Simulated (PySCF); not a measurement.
**Potential energy of S2 along the bond**

Set-up: S def2-TZVP; no relativity (PySCF 2.14). Energies in eV from S + S in their ground configurations at the same level. State: ³Σg⁻ (triplet), unpaired electrons π ↑↑.

All columns are PBE0.

```json
{"R (Å)": "1.625", "E (eV)": "-2.830", "HOMO (eV)": "-6.17", "LUMO (eV)": "-2.55", "Mayer bond order": "2.20", "⟨S²⟩": "2.01"}
{"R (Å)": "1.700", "E (eV)": "-3.833", "HOMO (eV)": "-6.45", "LUMO (eV)": "-2.85", "Mayer bond order": "2.15", "⟨S²⟩": "2.01"}
{"R (Å)": "1.776", "E (eV)": "-4.381", "HOMO (eV)": "-6.71", "LUMO (eV)": "-3.13", "Mayer bond order": "2.12", "⟨S²⟩": "2.01"}
{"R (Å)": "1.832", "E (eV)": "-4.573", "HOMO (eV)": "-6.89", "LUMO (eV)": "-3.33", "Mayer bond order": "2.10", "⟨S²⟩": "2.01"}
{"R (Å)": "1.889", "E (eV)": "-4.626", "HOMO (eV)": "-7.06", "LUMO (eV)": "-3.52", "Mayer bond order": "2.09", "⟨S²⟩": "2.01"}
{"R (Å)": "1.946", "E (eV)": "-4.573", "HOMO (eV)": "-7.22", "LUMO (eV)": "-3.69", "Mayer bond order": "2.07", "⟨S²⟩": "2.01"}
{"R (Å)": "2.021", "E (eV)": "-4.381", "HOMO (eV)": "-7.42", "LUMO (eV)": "-3.92", "Mayer bond order": "2.06", "⟨S²⟩": "2.01"}
{"R (Å)": "2.116", "E (eV)": "-4.010", "HOMO (eV)": "-7.65", "LUMO (eV)": "-4.17", "Mayer bond order": "2.05", "⟨S²⟩": "2.01"}
{"R (Å)": "2.229", "E (eV)": "-3.453", "HOMO (eV)": "-7.88", "LUMO (eV)": "-4.44", "Mayer bond order": "2.04", "⟨S²⟩": "2.01"}
{"R (Å)": "2.380", "E (eV)": "-2.634", "HOMO (eV)": "-7.97", "LUMO (eV)": "-4.75", "Mayer bond order": "2.02", "⟨S²⟩": "2.01"}
```

The state was picked by a PBE0 search and need not be the measured ground state.
